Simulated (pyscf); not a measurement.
**Atom transfer: Cl–GeH(Cl)–Cl (SMILES [Cl][GeH]([Cl])[Cl]) + H• (SMILES [H]) → HCl (SMILES Cl) + Cl–GeH•–Cl (SMILES [Cl][GeH][Cl])**

Gas phase, doublet surface, charge 0. Bonds broken: Cl1–Ge2. Bonds formed: Cl1–H6. Structures and frequencies: ωB97X-D3(BJ)/def2-SVP in PySCF.

Transition state (Å):

```xyz
6

Cl     0.0174     1.0443    -0.6402
Ge    -1.3836    -0.5360     0.2932
Cl    -0.9682    -2.4372    -0.5932
Cl    -3.4090    -0.0121    -0.1501
H     -1.1884    -0.6165     1.8104
H      1.0259     2.1676    -1.2009
```

One imaginary mode, 1098i cm⁻¹; descent along it reached the two sides named.

```json
[
 {"bond": "Cl1–Ge2", "change": "breaks", "reactant side (Å)": "2.129", "saddle": "2.309", "product side": "3.4"},
 {"bond": "Cl1–H6", "change": "forms", "reactant side (Å)": "3.6", "saddle": "1.610", "product side": "1.285"}
]
```

Electronic energies relative to the separated reactants (kcal/mol):

```json
[
 {"level": "ωB97X-D3(BJ)/def2-TZVP", "barrier": "14.7", "reaction energy": "-6.0", "reverse barrier": "20.7"},
 {"level": "PBE/def2-TZVP", "barrier": "2.9", "reaction energy": "-12.7", "reverse barrier": "15.6"},
 {"level": "r²SCAN/def2-TZVP", "barrier": "4.6", "reaction energy": "-11.3", "reverse barrier": "15.8"},
 {"level": "B3LYP-D3(BJ)/def2-TZVP", "barrier": "5.2", "reaction energy": "-13.5", "reverse barrier": "18.7"},
 {"level": "PBE0-D3(BJ)/def2-TZVP", "barrier": "8.1", "reaction energy": "-9.2", "reverse barrier": "17.3"},
 {"level": "M06-2X/def2-TZVP", "barrier": "13.2", "reaction energy": "-9.4", "reverse barrier": "22.6"},
 {"level": "ωB97M-D3(BJ)/def2-TZVP", "barrier": "12.7", "reaction energy": "-11.4", "reverse barrier": "24.1"},
 {"level": "HF/def2-TZVP", "barrier": "27.5", "reaction energy": "-5.4", "reverse barrier": "32.9"}
]
```

With ωB97M-D3(BJ)/def2-TZVP energies and thermal terms (ideal gas, 1 atm, RRHO with modes under 100 cm⁻¹ raised to 100, one conformer, R ln 2 for chiral ones without a mode under 150 cm⁻¹), in kcal/mol:

```json
[
 {"T (K)": "298", "ΔH‡": "12.3", "ΔG‡": "17.9", "ΔH": "-9.0", "ΔG": "-12.8"},
 {"T (K)": "600", "ΔH‡": "12.0", "ΔG‡": "23.7", "ΔH": "-10.0", "ΔG": "-16.4"},
 {"T (K)": "900", "ΔH‡": "11.7", "ΔG‡": "29.6", "ΔH": "-11.0", "ΔG": "-19.4"},
 {"T (K)": "1200", "ΔH‡": "11.4", "ΔG‡": "35.6", "ΔH": "-11.9", "ΔG": "-22.0"}
]
```

The same reactants have a lower exit, to Cl–Ge•(Cl)–Cl + H₂ (barrier +2.6 kcal/mol at ωB97M-D3(BJ)/def2-TZVP, against +12.7 kcal/mol here). One saddle was located; it need not be the lowest between these sides. The angle at the transferred Cl is 177°. Elements up to Kr have no core potential and no relativistic terms here.
